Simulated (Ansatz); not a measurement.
GeN⁺, triplet: the ladder up to full CI

Geometry: that of the GeN⁺, singlet, kept fixed.

```xyz
2

Ge    0.0000    0.0000    0.0000
N     0.0000    0.0000    1.8997
```

Basis cc-pVDZ; Ansatz 0.2.0. Only valence electrons are correlated (noble-gas cores and the filled d shells of p-block atoms frozen), which leaves 8 electrons in 26 orbitals. R marks a restricted (for open shells ROHF) determinant, U an unrestricted one. Active spaces: valence = (8e, 8o) chosen from the atoms' valence shells. No spin–orbit coupling is included, and no scalar relativity.

Full CI is exact within this basis and frozen core; it isn't the basis-set limit. The frozen core follows each run's orbitals, which can shift R against U totals by a few meV for light atoms and by up to 0.1 eV past Ca.

The UHF ⟨S²⟩ is 2.023 and the T1 diagnostic (RCCSD) is 0.0300. The largest doubles amplitude (RCCSD) is 0.065.

| level | E − E(full CI) (mEh) | share of correlation (%) | wall time |
| --- | --- | --- | --- |
| RHF | 189.15 | 0.00 | – |
| RMP2 | 38.24 | 79.78 | – |
| RCCSD | 6.60 | 96.51 | – |
| RCCSD(T) | 1.58 | 99.16 | 6.5 s |
| BCCD(T) | 1.64 | 99.13 | 5.5 s |
| RCCSDT | 0.40 | 99.79 | – |
| RCCSDT(Q) | 0.00 | 100.00 | 12 s |
| RCCSDTQ | -0.03 | 100.02 | 12 s (H100) |
| CASSCF (valence space) | 123.45 | 34.73 | – |
| NEVPT2 (valence space) | 23.16 | 87.75 | 4.3 s |
| NEVPT4(SD) (valence space) | 1.50 | 99.21 | 4.6 s |
| MRCISD (valence space) | 5.70 | 96.99 | – |
| MRCISD+Q (valence space) | -0.23 | 100.12 | 5.5 s |

The correlation energy at full CI, counted from RHF, is -5.147 eV. That run took 9.5 s on 2 threads of AMD EPYC 7R13 with a shared H100 80 GB, shared host over 55,868,912 determinants.

Run but not shown, since their state or frozen core can't be matched to the reference's or they repeat it: UHF, UMP2, UCCSD, UCCSD(T), UCCSDT, UCCSDT(Q), UCCSDTQ.

Times hold each run's SCF and search for its determinant on a shared host, so for small cases they say little of a method's own cost; rows without a card ran on 1 thread of AMD EPYC 7R13.

More than 5 meV below full CI, which no variational method can be: MRCISD+Q (valence space).

The full-CI state has the irrep A2 of C2v, in the program's axes (one component, if the state is degenerate).

Natural occupations of full CI about the gap: 1.967 1.941 1.897 0.986 0.986 0.059 0.046 0.046 0.010 0.010; effectively unpaired electrons, Σ n²(2−n)², 2.09.
